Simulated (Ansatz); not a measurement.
# BSi+ (triplet): from Hartree-Fock to the top rungs at distance Si1–B2 = 3.952 Å, cc-pVDZ

How much of the correlation energy of BSi+ (triplet) does each wave-function method recover here?

Method: cc-pVDZ, core rule «outside noble gas», up to 6 orbitals frozen; program: Ansatz 0.2.0, Gaussian basis.

To be run: UHF; CCSD(T) on ROHF; CCSD(T) on UHF; BCCD(T) on ROHF; CISD; CCSDT(Q) on ROHF; CCSDT(Q) on UHF; CASSCF and MRCISD+Q, 4 electrons in 4 orbitals; CASSCF and NEVPT2, 4 electrons in 4 orbitals; CASSCF and MRCISD+Q, 6 electrons in 8 orbitals; CASSCF and NEVPT2, 6 electrons in 8 orbitals; Full CI.

17 further runs of the same task are left out: 1 for a known fault of the program, 13 that didn't finish, 3 set aside as unsound or not needed.

### Step 1. The system

The geometry derives from a PBE0/def2-TZVP stationary point (not a proven minimum). One bond is set to the value named and the two fragments are kept rigid.

2 atoms, charge 1, spin multiplicity 3.

Atoms are counted from 1 here; the program's logs count them from 0.

No contacts short enough for the rule that draws bonds.

Coordinates:

```xyz
2

Si    0.0000    0.0000    0.0000
B     0.0000    0.0000    3.9520
```

### Step 2. UHF

Contents of in.yaml:

```yaml
crystal:
  periodic: [false, false, false]
  atoms:
    - {symbol: Si, position_ang: [0.000000, 0.000000, 0.000000]}
    - {symbol: B, position_ang: [0.000000, 0.000000, 3.952000]}
basis:
  gaussian: {orbitals: cc-pVDZ}
total_charge: 1
magnetization: {spin_polarized: true, initial_magnetization: 2}
hamiltonian: {xc: hf}
output: {orbitals: {seedname: orbitals}}
```

Command:

```bash
ansatz run in.yaml --threads 1 --pin off --events-out ev --progress --plain --max-ram 2393MiB
```

The runs that follow: CCSD(T) on ROHF; CCSD(T) on UHF; BCCD(T) on ROHF; CISD; CCSDT(Q) on ROHF; CCSDT(Q) on UHF; CASSCF and MRCISD+Q, 4 electrons in 4 orbitals; CASSCF and NEVPT2, 4 electrons in 4 orbitals; CASSCF and MRCISD+Q, 6 electrons in 8 orbitals; CASSCF and NEVPT2, 6 electrons in 8 orbitals; Full CI.

Before running them: what should the planned runs give, taken together? Wanted: FCI below the RHF energy; RMP2 from FCI; UMP2 from FCI; RCCSD from FCI; RCCSD(T) from FCI; UCCSD(T) from FCI; RCCSDT(Q) from FCI; UCCSDT(Q) from FCI; NEVPT2 pair from FCI.

The runs gave:

| quantity | value |
| --- | --- |
| FCI below the RHF energy | -3.5339 eV |
| RMP2 from FCI | +1257.9 meV |
| UMP2 from FCI | +1272.8 meV |
| RCCSD from FCI | +113.8 meV |
| RCCSD(T) from FCI | +39.8 meV |
| UCCSD(T) from FCI | +41.7 meV |
| RCCSDT(Q) from FCI | +0.8 meV |
| UCCSDT(Q) from FCI | +1.0 meV |
| NEVPT2 pair from FCI | +1134.5 meV |
| NEVPT2 valence from FCI | +503.4 meV |
| MRCISD+Q valence from FCI | -1.6 meV |
| levels within 1 kcal/mol (43 meV) | RCCSD(T), UCCSD(T), BCCD(T), RCCSDT, UCCSDT, RCCSDT(Q), UCCSDT(Q), MRCISD+Q valence |
| T1 diagnostic | 0.052 |
| effectively unpaired electrons | 2.15 |

What this shows: RCCSD(T) lands +39.8 meV from the yardstick (1.1 % of the correlation energy). The occupations are near whole numbers, but T1 = 0.052 shows that the orbitals relax strongly. Of the multireference levels listed MRCISD+Q valence comes nearest in total energy (-1.6 meV), which doesn't show that its space is the better one. These misses are within one basis, not against nature; the frozen cores of restricted and unrestricted runs differ, which can shift their rows.
